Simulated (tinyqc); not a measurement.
Hueckel theory of the pi electrons, for the molecule c1c[cH+]1 (SMILES; centres numbered as the heavy atoms are written), step by step. Computed by tinyqc, a small Python program that keeps every step. Settings: charge = 1. Command: `OMP_NUM_THREADS=1 python tinyqc.py 29501 29502 out.jsonl` (the two numbers bound the seeds that draw the settings). One thread of a shared host (Intel(R) Xeon(R) Processor @ 2.60GHz), about 0.01 s of CPU time with the checks.

## The Hueckel matrix

Centres:
```
centre  z_r, pi electrons of the neutral centre         h
1C                                            1  0.000000
2C                                            1  0.000000
3C                                            1  0.000000
```

Bonds:
```
i  j  k
1  2  1
2  3  1
3  1  1
```

H_rr = alpha + h_r beta, H_rs = k_rs beta for bonded centres.

Hueckel matrix in units of beta (H = alpha + beta A):
```
          1C        2C        3C
1C  0.000000  1.000000  1.000000
2C  1.000000  0.000000  1.000000
3C  1.000000  1.000000  0.000000
```

## Orbitals

pi electrons, sum of z_r less the charge = 2

Diagonalise; E = alpha + x beta with beta < 0, so the largest x are filled first; degenerate levels share their electrons. P = sum n_i c_ri c_si; each orbital has its largest coefficient positive (the first on a tie).

x values: 2.000000  -1.000000  -1.000000

occupations: 2.000000  0.000000  0.000000

coefficients:
```
         MO1        MO2        MO3
1C  0.577350  -0.283201   0.765809
2C  0.577350   0.804811  -0.137645
3C  0.577350  -0.521609  -0.628164
```

charge and bond-order matrix P:
```
          1C        2C        3C
1C  0.666667  0.666667  0.666667
2C  0.666667  0.666667  0.666667
3C  0.666667  0.666667  0.666667
```

Within a degenerate level the vectors are fixed only up to a rotation; this is one choice.

## Energy, charges, bond orders

E = sum n x; q_r = z_r - P_rr; bond order p = P_rs; free valence = sqrt(3) - sum of p over the bonds of the atom.

pi energy = 2 alpha + this times beta = 4.000000

pi charges: 1C 0.333333, 2C 0.333333, 3C 0.333333

Bond orders and lengths from R = 1.517 - 0.180 p (angstrom, C-C alone):
```
bond         p         R
1-2   0.666667  1.397000
2-3   0.666667  1.397000
3-1   0.666667  1.397000
```

free valence of the carbons: 1C 0.398717, 2C 0.398717, 3C 0.398717

gap between the highest filled and the next level = 3.000000 |beta|
